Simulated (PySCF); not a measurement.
CH3CH2CH2CHF2, C4H8F2.
Numbering: `[CH3:1][CH2:2][CH2:3][CH:4]([F:5])[F:6]` (hydrogens: H7, H8, H9 on C1; H10, H11 on C2; H12, H13 on C3; H14 on C4)

Computed by this run: PBE0-D3(BJ)/def2-TZVP geometry optimisation, gas phase (PySCF); density fitting, grid level 2; the optimiser is geomeTRIC in internal coordinates, started from a GFN2-xTB structure with every atom displaced at random (about 0.01 Å).

Step 0: E = -9706.4171 eV
```
atom  x, y, z in Å  |  force x, y, z in eV/Å
C1      1.7848    0.1793   -0.6847   -0.846   1.943   0.836
C2      0.5313    0.5704    0.1363    0.587  -0.724   0.020
C3     -0.4965   -0.5678    0.1519    1.131   0.075   0.182
C4     -1.6715   -0.2135    0.9632   -1.876   0.159   0.916
F5     -2.3773    0.8262    0.4099    0.495   0.036  -0.002
F6     -2.5865   -1.2401    0.9996    0.455  -0.081   0.008
H7      2.4846    1.0289   -0.6949   -0.083  -0.285  -0.037
H8      2.2774   -0.6604   -0.2688    0.508  -0.980   0.405
H9      1.4920   -0.0145   -1.6890   -0.124  -0.326  -0.973
H10     0.0642    1.4586   -0.2760   -0.013   0.230  -0.113
H11     0.8302    0.8064    1.1715   -0.094  -0.021  -0.243
H12    -0.0260   -1.4682    0.5958   -0.325   0.281  -0.293
H13    -0.8267   -0.7855   -0.8630   -0.059  -0.180  -0.076
H14    -1.4912    0.0623    2.0274    0.243  -0.127  -0.629
```

Step 1: E = -9706.5026 eV
```
atom  x, y, z in Å  |  force x, y, z in eV/Å
C1      1.7775    0.1913   -0.6412    0.158  -0.127   0.040
C2      0.5096    0.5868    0.0952   -0.141  -0.063  -0.211
C3     -0.5206   -0.5366    0.1051   -0.258   0.064  -0.108
C4     -1.7058   -0.2245    0.9939    0.685  -0.250  -0.557
F5     -2.3692    0.8736    0.5533   -0.139  -0.061   0.024
F6     -2.5776   -1.2654    1.0253   -0.055   0.140  -0.049
H7      2.4772    1.0249   -0.6976    0.034   0.088   0.000
H8      2.2923   -0.6204   -0.1089   -0.101   0.060  -0.160
H9      1.5856   -0.1411   -1.6688   -0.068   0.014   0.159
H10     0.0551    1.4721   -0.3660    0.095  -0.062   0.066
H11     0.7722    0.8647    1.1207   -0.056   0.020   0.052
H12    -0.0781   -1.4623    0.4818    0.040  -0.034   0.039
H13    -0.8743   -0.7428   -0.9144   -0.015   0.043   0.146
H14    -1.3551   -0.0381    2.0007   -0.178   0.167   0.560
```

Step 2: E = -9706.5297 eV
```
atom  x, y, z in Å  |  force x, y, z in eV/Å
C1      1.7807    0.1930   -0.6483    0.076   0.014   0.022
C2      0.5184    0.5824    0.1001    0.010  -0.030  -0.025
C3     -0.5092   -0.5384    0.1160   -0.053   0.036   0.116
C4     -1.6926   -0.2240    0.9935    0.139  -0.061  -0.013
F5     -2.3723    0.8539    0.5275   -0.017   0.194  -0.078
F6     -2.5708   -1.2580    1.0009   -0.042  -0.177   0.012
H7      2.4829    1.0280   -0.7059   -0.024  -0.006   0.001
H8      2.2950   -0.6328   -0.1472   -0.031  -0.003  -0.038
H9      1.5585   -0.1246   -1.6704   -0.015   0.005   0.002
H10     0.0700    1.4710   -0.3526    0.007   0.004   0.012
H11     0.7777    0.8554    1.1290   -0.011   0.015   0.008
H12    -0.0635   -1.4627    0.4976    0.011   0.010   0.004
H13    -0.8701   -0.7470   -0.8961   -0.053   0.004   0.034
H14    -1.4160   -0.0143    2.0351    0.003  -0.004  -0.056
```

Task: Estimate the geometry and energy of step 3. (The exact step hangs on the optimiser's Hessian estimate; all steps are aligned on step 2, rigid shifts and turns removed.)

Result: E = -9706.5332 eV, largest force 0.075 eV/Å
```
atom  x, y, z in Å  |  force x, y, z in eV/Å
C1      1.7800    0.1941   -0.6516    0.010   0.021   0.008
C2      0.5225    0.5810    0.1068    0.013  -0.014   0.005
C3     -0.5057   -0.5389    0.1264    0.022   0.003   0.050
C4     -1.6932   -0.2239    0.9891    0.042  -0.004   0.062
F5     -2.3660    0.8554    0.5056   -0.024   0.023  -0.018
F6     -2.5655   -1.2670    0.9932   -0.014  -0.008   0.000
H7      2.4831    1.0280   -0.7079   -0.012  -0.011   0.005
H8      2.2928   -0.6405   -0.1670   -0.005  -0.017  -0.002
H9      1.5441   -0.1125   -1.6736    0.000   0.008  -0.022
H10     0.0751    1.4719   -0.3410   -0.015   0.009   0.001
H11     0.7836    0.8523    1.1362    0.008   0.004  -0.004
H12    -0.0591   -1.4613    0.5122   -0.003   0.010  -0.002
H13    -0.8723   -0.7516   -0.8818   -0.004  -0.011  -0.022
H14    -1.4307   -0.0051    2.0326   -0.017  -0.013  -0.060
```

The energy changes by -0.0035 eV. The first-order estimate −F·Δx gives -0.0060 eV and the mean of the old and new forces, exact on a quadratic surface, -0.0035 eV. The step makes an angle of 72° with the force vector and moves no atom by more than 0.023 Å.

The cost below is that of the whole optimisation. Time: 4.9 min wall; peak memory 1.1 GiB. Hardware: one thread of an Arm Neoverse V1, no GPU, shared host.
